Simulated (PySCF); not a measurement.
Consider `C#CC(C)C` (C5H8). Atom numbers as in the mapped SMILES `[CH:1]#[C:2][CH:3]([CH3:4])[CH3:5]`.

These are calculated values, ωB97X-D3(BJ)/ma-def2-TZVP in PySCF (grid level 2) at geometries from PBE0-D3(BJ)/ma-def2-SVP. ωB97X-D3(BJ) is ωB97X-V with D3(BJ) in place of VV10. Thermal corrections: PBE0-D3(BJ)/ma-def2-SVP frequencies, unscaled, ideal gas at 298.15 K and 1 bar, quasi-RRHO entropy.

**Question.** What are the vertical and the adiabatic ionisation energy for forming the radical cation?

**Answer.** 10.05 eV vertical and 9.81 eV adiabatic, the latter with zero-point energy.

**Question.** Where does the unpaired spin of the relaxed radical cation sit?

**Answer.** C1 (alkyne carbon) 0.59, C2 (alkyne carbon) 0.20, H (on C3) 0.11 (intrinsic atomic orbital populations).

**Question.** What oxidation potential follows in acetonitrile (IEF-PCM), given that Fc+/Fc comes at 4.54 V absolute with this functional and basis?

**Answer.** In the gas phase ΔG of oxidation is 9.778 eV, and solvation is -14.0 kJ/mol for the parent and -237.4 kJ/mol for the product, so the absolute potential is 7.46 V, or 2.92 V against Fc+/Fc. Fc+/Fc in acetonitrile, 4.54 V, is ωB97X-D3(BJ)/ma-def2-TZVP on PBE0-D3(BJ)/def2-SVP structures with GFN2-xTB thermal terms. Benchmark calculations put it near 5.0 V in acetonitrile and DMSO, so it is about 0.5 V low, and the value against it can read up to that much too high. The solvent is electrostatics only, on gas-phase structures; the absolute scale refers to an electron at rest in vacuum.

**Question.** How far is −ε(HOMO) from the vertical value by ΔSCF?

**Answer.** −ε(HOMO) = 10.08 eV, which is 0.03 eV above the ΔSCF value.
